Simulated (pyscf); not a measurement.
CH₄ (SMILES C) + H₃Si–Cl (SMILES [SiH3]Cl) -> H₃C–SiH₃ (SMILES C[SiH3]) + HCl (SMILES Cl) (four-centre exchange; singlet surface; C–H, Cl–Si broken, C–Si, Cl–H formed). Optimised with ωB97X-D3(BJ)/def2-SVP in PySCF. Correlated levels are frozen-core, on RHF or UHF. ΔMP2 is the change of the MP2 total energy from the triple- to the quadruple-zeta basis. Energies in kJ/mol from the separated reactants.

```tsv
level	barrier	reaction energy
PBE/def2-TZVP	242.5	+98.8
r²SCAN/def2-TZVP	253.0	+103.6
B3LYP-D3(BJ)/def2-TZVP	[?]	+103.2
M06-2X/def2-TZVP	266.7	+106.2
CCSD/def2-TZVPP	289.7	+96.8
CCSD(T)/def2-TZVPP	278.1	+96.0
CCSD(T)/def2-TZVPP + ΔMP2(QZVPP)	[?]	[?]
```

Question: Fill in the missing entries.

Answer: 
- B3LYP-D3(BJ)/def2-TZVP, barrier: 265.7
- CCSD(T)/def2-TZVPP + ΔMP2(QZVPP), barrier: 274.0
- CCSD(T)/def2-TZVPP + ΔMP2(QZVPP), reaction energy: +97.9

Of the functionals in the table, M06-2X is closest to CCSD(T)/def2-TZVPP + ΔMP2(QZVPP) in the barrier (7.3 kJ/mol apart) and PBE least close (31.5 kJ/mol); that level has limits of its own. This is the saddle that the search found; another between the same sides may lie lower. The CCSD(T) − MP2 part came from Ansatz, without density fitting, on the same reference.
